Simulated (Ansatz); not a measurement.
**How the Voigt–Reuss–Hill bulk modulus of 1T (CdI2-type) HfS₂ moves with the method**

No measured value is used here.

| level (code) | value (GPa) | cell (Å³/atom) |
|---|---|---|
| LDA (Ansatz) | ___ | 20.74 |
| PBE (Ansatz) | 16.4 | 26.42 |
| PBEsol (Ansatz) | 27.2 | 22.15 |
| PBE-D3(BJ) (Ansatz) | 39.1 | 21.65 |
| PBE-D3(BJ)+SOC (Ansatz) | 39.2 | 21.61 |
| PBE-D4 (Ansatz) | ___ | 22.13 |

Task: What belongs in the gaps?

Result: 
- LDA (Ansatz, an electronic-structure program), value (GPa): 40.5
- PBE-D4 (Ansatz), value (GPa): 35.4

Density-functional levels without +SOC have no spin–orbit coupling. LDA: LDA has no dispersion term either, though it tends to give short spacings of layers, chains or molecules. PBE, PBEsol: the cell comes from a level without a dispersion term, which matters for the spacing of layers, chains or molecules. PBE-D3(BJ), PBE-D4: the dispersion coefficients are held fixed in the derivatives. Each level is taken at its own relaxed cell. Ansatz's density-functional and Hartree–Fock values are scalar-relativistic unless marked +SOC, with PAW data made under PBE.
